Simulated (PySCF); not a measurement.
BF₃, SMILES FB(F)F. Geometry: B3LYP-D3(BJ)/def2-TZVP. The isomer is the one that the SMILES or the coordinates give; other isomers of the formula were not compared.

PySCF 2.14.0 with TDDFT-B3LYP/def2-SVPD puts the lowest singlet excitations at 10.47, 10.52, 11.38, 11.38, 11.58, 11.58 eV.

Problem. What are the lowest excitation roots from ADC(2)/aug-cc-pVDZ in PySCF? (An estimate is asked for; the answer gives what the named calculation found.)

Solution. 10.73, 11.10, 11.64, 11.64, 11.86, 12.26 eV. S1 differs by 0.25 eV (second minus first; roots are paired by order, and the bases may differ).
